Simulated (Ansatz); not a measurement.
# B2H2 (triplet): wave-function methods side by side at distance B1–H3 = 1.907 Å, 6-31G

Aim: climb from Hartree-Fock through coupled cluster and multireference methods for B2H2 (triplet) at one geometry and basis, and see what each rung misses.

Program: Ansatz 0.2.0, Gaussian basis. Level of theory: 6-31G, core rule «outside noble gas», up to 2 orbitals frozen. These are calculated values, not measurements.

To be run: UHF; CCSD(T) on ROHF; CCSD(T) on UHF; BCCD(T) on ROHF; CISD; CCSDT(Q) on ROHF; CCSDT(Q) on UHF; CASSCF and MRCISD+Q, 4 electrons in 4 orbitals; CASSCF and NEVPT2, 4 electrons in 4 orbitals; CASSCF and MRCISD+Q, 8 electrons in 10 orbitals; CASSCF and NEVPT2, 8 electrons in 10 orbitals; Full CI.

20 further runs of the same task are left out: 2 for a mislabelled method, 12 that didn't finish, 6 set aside as unsound or not needed.

### 1 What is computed

The geometry derives from a PBE0/def2-TZVP stationary point (not a proven minimum). One bond is set to the value named and the two fragments are kept rigid.

4 atoms, charge 0, spin multiplicity 3.

Atoms are counted from 1 here; the program's logs count them from 0.

Bond lengths: B1–B2 1.585 Å, B1–H4 1.197 Å. Angles: B2–B1–H4 118.9°.

### 2 UHF

in.yaml reads:

```yaml
crystal:
  periodic: [false, false, false]
  atoms:
    - {symbol: B, position_ang: [0.000000, -0.026510, 0.660996]}
    - {symbol: B, position_ang: [0.000000, -0.026510, -0.924086]}
    - {symbol: H, position_ang: [0.000000, 1.643063, 1.582503]}
    - {symbol: H, position_ang: [0.000000, -1.074378, 1.239358]}
basis:
  gaussian: {orbitals: 6-31G}
magnetization: {spin_polarized: true, initial_magnetization: 2}
hamiltonian: {xc: hf}
output: {orbitals: {seedname: orbitals}}
```

Launch:

```
$ ansatz run in.yaml --threads 1 --pin off --events-out ev --progress --plain --max-ram 2393MiB
```

The runs that follow: CCSD(T) on ROHF; CCSD(T) on UHF; BCCD(T) on ROHF; CISD; CCSDT(Q) on ROHF; CCSDT(Q) on UHF; CASSCF and MRCISD+Q, 4 electrons in 4 orbitals; CASSCF and NEVPT2, 4 electrons in 4 orbitals; CASSCF and MRCISD+Q, 8 electrons in 10 orbitals; CASSCF and NEVPT2, 8 electrons in 10 orbitals; Full CI.

Q: Predict the results of all the runs planned. Wanted: FCI below the RHF energy; RMP2 from FCI; UMP2 from FCI; RCCSD from FCI; RCCSD(T) from FCI; UCCSD(T) from FCI; RCCSDT(Q) from FCI; UCCSDT(Q) from FCI; NEVPT2 pair from FCI.

The runs gave:

| quantity | value |
| --- | --- |
| FCI below the RHF energy | -3.3542 eV |
| RMP2 from FCI | +1120.3 meV |
| UMP2 from FCI | +1216.4 meV |
| RCCSD from FCI | +161.2 meV |
| RCCSD(T) from FCI | +48.7 meV |
| UCCSD(T) from FCI | +54.1 meV |
| RCCSDT(Q) from FCI | +1.7 meV |
| UCCSDT(Q) from FCI | +0.3 meV |
| NEVPT2 pair from FCI | +766.0 meV |
| MRCISD+Q pair from FCI | +40.0 meV |
| NEVPT2 valence from FCI | +219.0 meV |
| levels within 1 kcal/mol (43 meV) | RCCSDT, UCCSDT, RCCSDT(Q), UCCSDT(Q), MRCISD+Q pair, MRCISD valence, MRCISD+Q valence |
| T1 diagnostic | 0.041 |
| effectively unpaired electrons | 2.16 |

RCCSD(T) misses by +48.7 meV, 1.5 % of the correlation energy. The occupations are near whole numbers, but T1 = 0.041 shows that the orbitals relax strongly. Of the multireference levels listed MRCISD+Q valence comes nearest in total energy (+9.0 meV), which doesn't show that its space is the better one. These misses are within one basis, not against nature; the frozen cores of restricted and unrestricted runs differ, which can shift their rows.
